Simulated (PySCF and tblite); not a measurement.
The numbers below are computed, except where a source is named.
C4H10, numbered as in [CH3:1][CH2:2][CH2:3][CH3:4].

Geometries PBE0-D3(BJ)/def2-SVP; weights from PBE0-D3(BJ)/def2-TZVP energies and GFN2-xTB thermal corrections, with symmetry numbers and mirror pairs. Conformers within 4 kcal/mol (GFN2-xTB free energy) were kept, 7 at most. GIAO shieldings: PBE0/pcSseg-1. Shifts are against TMS (¹H), TMS (¹³C) at the same level. (PySCF 2.14, tblite 0.8.)

Torsions listed: C1–C2–C3–C4. Of a mirror pair one member is shown.

| conformer | shape | symmetry | E(GFN2) kcal/mol | E(DFT) kcal/mol |
| --- | --- | --- | --- | --- |
| 1 | 180° | C2h | 0.00 | 0.00 |
| 2 | -65° | C2 (pair) | 0.57 | 0.62 |

Q: How much do the weights at 298.15 K and the averaged shift of C1/C4 depend on how the conformers are weighted?

A: 
| weighting | 1 (%) | 2 (%) | δ (ppm) | rms dipole (D) |
| --- | --- | --- | --- | --- |
| DFT energy with thermal terms, symmetry and mirror images (full scheme) | 61 | 39 | 15.6 | 0.07 |
| DFT energy with symmetry and mirror images | 59 | 41 | 15.5 | 0.07 |
| bare DFT energy | 74 | 26 | 16.0 | 0.05 |
| GFN2-xTB energy with symmetry and mirror images | 57 | 43 | 15.4 | 0.07 |
| GFN2-xTB free energy | 59 | 41 | 15.5 | 0.07 |
| leading conformer alone | 100 | 0 | 16.8 | 0.00 |
| equal weights | 50 | 50 | 15.2 | 0.08 |

The largest departure from the full scheme, 1.2 ppm, comes with: leading conformer alone.
